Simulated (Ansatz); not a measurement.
A run on C₂H₆O₂S (`CS(C)(=O)=O`) with other settings.

```yaml
crystal:
  periodic: [false, false, false]
  atoms:
    - {symbol: C, position_ang: [-1.388752, 0.212676, 0.228438]}
    - {symbol: S, position_ang: [0.136918, 0.373578, -0.656201]}
    - {symbol: C, position_ang: [1.290617, -0.541131, 0.327888]}
    - {symbol: O, position_ang: [-0.007332, -0.305280, -1.914172]}
    - {symbol: O, position_ang: [0.524665, 1.756546, -0.621474]}
    - {symbol: H, position_ang: [-1.285116, 0.651536, 1.219778]}
    - {symbol: H, position_ang: [-1.672425, -0.837486, 0.280894]}
    - {symbol: H, position_ang: [-2.124423, 0.770181, -0.352030]}
    - {symbol: H, position_ang: [1.365479, -0.091329, 1.316899]}
    - {symbol: H, position_ang: [2.246023, -0.462746, -0.191750]}
    - {symbol: H, position_ang: [0.979645, -1.583446, 0.382330]}
basis:
  gaussian: {orbitals: STO-3G, final_grid: {core_spheres: 8, valence_spheres: 7, degree: 23}}
hamiltonian: {xc: {name: PBE}, pseudopotentials: {relativity: none}}
scf: {lower_state_search: light}
output: {forces: true}
```

```sh
$ ansatz run in.yaml --threads 4 --pin off --events-out ev --progress --plain --max-ram 10444MiB
```

It prints (some lines left out):

```
Functional definition: PBE
472 factors; integrals over basis functions are off by at most 2.4e-5 eV
mean field evaluation 1: about -16865.7709 eV, gradient 5.8e1 eV
mean field evaluation 2: about -16803.9962 eV, gradient 1.4e2 eV
mean field evaluation 4: about -16877.0046 eV, gradient 3.3e0 eV
mean field evaluation 8: about -16876.9681 eV, gradient 3.0e-1 eV
mean field evaluation 16: about -16876.9684 eV, gradient 1.6e-5 eV
mean field -16876.96839939 eV, -620.2171490576 hartree, gradient 1.6e-5 eV, S^2 0.000000; 0 other end points of the search recorded, 0 dependent functions left out
reference -16876.96841604 eV, -620.2171496694 hartree; 25, 25 occupied and 10, 10 virtual orbitals, 472 factors
Total energy: -16876.96841604 eV, -620.2171496694 hartree
Atom 0 at    -1.388752     0.212676     0.228438 Å, force    -3.520962    -0.601630     2.412781 eV/Å
Atom 1 at     0.136918     0.373578    -0.656201 Å, force    -0.593837    -1.717205     2.983071 eV/Å
Atom 2 at     1.290617    -0.541131     0.327888 Å, force     2.516560    -2.302594     2.635487 eV/Å
Atom 3 at    -0.007332    -0.305280    -1.914172 Å, force    -1.238941    -5.725571   -10.011390 eV/Å
Atom 4 at     0.524665     1.756546    -0.621474 Å, force     3.117471    11.157616     0.574032 eV/Å
Atom 5 at    -1.285116     0.651536     1.219778 Å, force    -0.179924     0.100022     0.546910 eV/Å
Atom 6 at    -1.672425    -0.837486     0.280894 Å, force    -0.321127    -0.443823     0.203778 eV/Å
Atom 7 at    -2.124423     0.770181    -0.352030 Å, force    -0.451325     0.166038    -0.078384 eV/Å
Atom 8 at     1.365479    -0.091329     1.316899 Å, force     0.168635     0.003689     0.559643 eV/Å
Atom 9 at     2.246023    -0.462746    -0.191750 Å, force     0.475768    -0.095229    -0.044208 eV/Å
Atom 10 at     0.979645    -1.583446     0.382330 Å, force     0.027683    -0.541314     0.218281 eV/Å
Dipole moment:    -0.099799    -0.288581     0.501370 e Å
```

It took 0.4 s on 4 threads of an Arm Neoverse V1 on a shared host, with 0.47 GiB of host memory at the peak.
